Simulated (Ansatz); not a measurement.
`F[SiH2][SiH3]`. Total charge 0; spin multiplicity 1.

Z-matrix (Å, degrees):
```
Si
Si 1 2.343
F 1 1.607 2 109.8
H 1 1.486 2 111.3 3 -119.2
H 1 1.486 2 111.3 3 119.2
H 2 1.489 1 108.2 3 179.8
H 2 1.487 1 110.7 3 60.5
H 2 1.487 1 110.7 3 -60.8
```

Question: What are the harmonic wavenumbers in cm⁻¹ at PBE0-D4/def2-TZVP (Ansatz, finite differences of forces, unscaled)? (Best estimate.)

Answer: Computed: 100, 163, 353, 411, 513, 613, 737, 838, 853, 907, 932, 940, 954, 2213, 2225, 2226, 2229, 2237.

Question: Is this a minimum?

Answer: Yes, all 18 modes are real.

Question: Give the ideal-gas thermochemistry at 298.15 K and 1 bar (rigid rotor, harmonic oscillator; point group Cs, symmetry number 1).

Answer: Zero-point energy 116.3 kJ/mol; H(298) − E = 133.6 kJ/mol; entropy 311.5 J/(mol·K), of which translation 163.5, rotation 105.3, vibration 42.7; G(298) − E = 40.7 kJ/mol.
